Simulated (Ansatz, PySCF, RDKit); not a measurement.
Pair of molecules: C2H2 (SMILES C#C) (first 4 atoms) with H2O (SMILES O); geometry from S66by8 set.
(charge 0, multiplicity 1):
```tsv
atom	x (Å)	y (Å)	z (Å)
C	-1.1076	0.0464	0.0364
H	-0.0417	0.0161	0.0118
C	-2.3195	0.0802	0.0637
H	-3.3800	0.1105	0.0883
O	2.4109	-0.0781	-0.0618
H	2.9813	-0.6678	0.4353
H	2.9829	0.2729	-0.7471
```

Counterpoise-corrected where a basis set is named; no monomer relaxation. Rows marked so take none.

Rows in 6-31G* carry no dispersion term and start afresh at each structure (6-31G* with six Cartesian d functions).

Codes used: Ansatz (a first-principles code) with Gaussian orbitals; PySCF for 6-31G* rows, the dispersion terms; RDKit for the force fields. Each number belongs to the level named beside it.

**Question.** One of these levels gives -3.3 kJ/mol for the interaction energy. Which one is it?
A) PBE0-D3(BJ)/def2-TZVPPD
B) B3LYP/6-31G* (no counterpoise)
C) BP86/6-31G* (no counterpoise)
D) MMFF94

**Answer.** D, MMFF94. The others give -13.0 (BP86/6-31G* (no counterpoise)), -14.7 (B3LYP/6-31G* (no counterpoise)), -11.5 (PBE0-D3(BJ)/def2-TZVPPD)
